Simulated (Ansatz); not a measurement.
Species: C$_{2}$H$_{6}$N, charge 0, doublet. C2H6N (SMILES NC[CH2], doublet).
B3LYP-D3(BJ)/def2-TZVP minimum from Ansatz (a program for electronic structure):
```xyz
9

C      1.2071    -0.4389    -0.0026
C      0.1180     0.5714     0.0048
N     -1.2414    -0.0269    -0.0013
H      1.5358    -0.9018     0.9194
H      1.5375    -0.8865    -0.9315
H      0.1830     1.2250    -0.8675
H      0.1814     1.2105     0.8879
H     -1.3501    -0.6337     0.8055
H     -1.3486    -0.6202    -0.8182
```
Charge 0, spin multiplicity 2.

Total energies in cc-pVDZ, 19 correlated electrons, 3 frozen orbitals. UHF or UKS for unpaired electrons; spin-orbit terms are left out. Correlated methods leave the cores frozen. No relativity.

```
method    program  energy (Eh)  minus CCSDT(Q) (mEh)
--------  -------  -----------  --------------------
HF         Ansatz   -133.62979                492.30
MP2        Ansatz   -134.06440                 57.69
CCSD       Ansatz   -134.10784                 14.25
CCSD(T)    Ansatz   -134.12038                  1.71
CCSDT(Q)   Ansatz   -134.12209                  0.00
```

Rough core times of Ansatz's runs on a shared machine: CCSD(T) under 20 s, CCSDT(Q) 20 min.
